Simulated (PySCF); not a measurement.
Compound: difluoroborane, BF2H.
Bonds: F1–B2, B2–F3. Hydrogens: H4 on B2.

All values: CAM-B3LYP/def2-SVPD (PySCF, non-relativistic), on one gas-phase PBE0-D3(BJ)/def2-SVP geometry that isn't relaxed in the solvent. The solvent is an IEF-PCM continuum (cavity from Bondi-type radii × 1.2), and excitations are vertical TDDFT with non-equilibrium linear response and a frozen core. Specific hydrogen bonds and non-electrostatic terms are outside this model.

Gas-phase singlets (H = HOMO, L = LUMO):

```csv
state,E (eV),λ (nm),f,leading configuration
S1,8.643,143,0.050,H→L 98%
S2,9.900,125,0.000,H-1→L 98%
S3,10.591,117,0.012,H→L+1 97%
S4,11.160,111,0.022,H-2→L 82%
S5,11.577,107,0.003,H-1→L+1 58%
```

**Question.** Give the list for cyclohexane (ε = 2.017), n² = 2.04.

**Answer.** 
```tsv
state	E (eV)	λ (nm)	f	leading configuration	change by rank (eV)
S1	8.618	144	0.058	H→L 98%	-0.025
S2	9.986	124	0.000	H-1→L 98%	+0.086
S3	10.560	117	0.020	H→L+1 97%	-0.031
S4	11.201	111	0.024	H-2→L 81%	+0.041
S5	11.564	107	0.012	H-1→L+1 52%	-0.013
```

**Question.** How does the list change in dichloromethane (ε = 8.93)?

**Answer.** 
| state | E (eV) | λ (nm) | f | leading configuration | change by rank (eV) |
| --- | --- | --- | --- | --- | --- |
| S1 | 8.639 | 144 | 0.059 | H→L 98% | -0.004 |
| S2 | 10.085 | 123 | 0.000 | H-1→L 98% | +0.185 |
| S3 | 10.531 | 118 | 0.023 | H→L+1 97% | -0.060 |
| S4 | 11.271 | 110 | 0.017 | H-2→L 77% | +0.111 |
| S5 | 11.559 | 107 | 0.021 | H-1→L+1 48% | -0.018 |

**Question.** How do the frontier levels move from gas to dichloromethane?

**Answer.** 
| orbital | gas (eV) | solvent (eV) | change (eV) | Löwdin shares, gas | Löwdin shares, solvent |
| --- | --- | --- | --- | --- | --- |
| LUMO+2 | 2.73 | 2.82 | +0.09 | H4 35 %, B2 29 %, F1 18 %, F3 18 % | F1 35 %, F3 35 %, B2 17 %, H4 12 % |
| LUMO+1 | 1.13 | 1.21 | +0.08 | B2 83 %, F1 7 %, F3 7 % | B2 81 %, F1 8 %, F3 8 % |
| LUMO | 0.65 | 0.85 | +0.20 | B2 50 %, F3 18 %, F1 18 %, H4 15 % | B2 50 %, F1 18 %, F3 18 %, H4 15 % |
| HOMO | -12.50 | -12.35 | +0.15 | B2 31 %, H4 29 %, F3 20 %, F1 20 % | B2 32 %, H4 30 %, F3 19 %, F1 19 % |
| HOMO-1 | -14.04 | -14.05 | -0.01 | F1 48 %, F3 48 % | F3 48 %, F1 48 % |
| HOMO-2 | -14.47 | -14.46 | +0.01 | F1 47 %, F3 47 %, B2 7 % | F3 47 %, F1 47 %, B2 7 % |
| HOMO-3 | -15.98 | -15.95 | +0.03 | F3 43 %, F1 42 %, B2 14 % | F1 43 %, F3 43 %, B2 14 % |

The HOMO–LUMO gap goes from 13.15 to 13.20 eV. Rows go by rank; for LUMO+2 the atom shares or the degeneracy differ between the runs, so the row needn't follow one orbital.

On one thread of an Intel Xeon Platinum 8488C, shared host, this took 1.9 s and 0.34 GiB of memory at its peak. This is the whole response run at CAM-B3LYP/def2-SVPD in dichloromethane, SCF included.
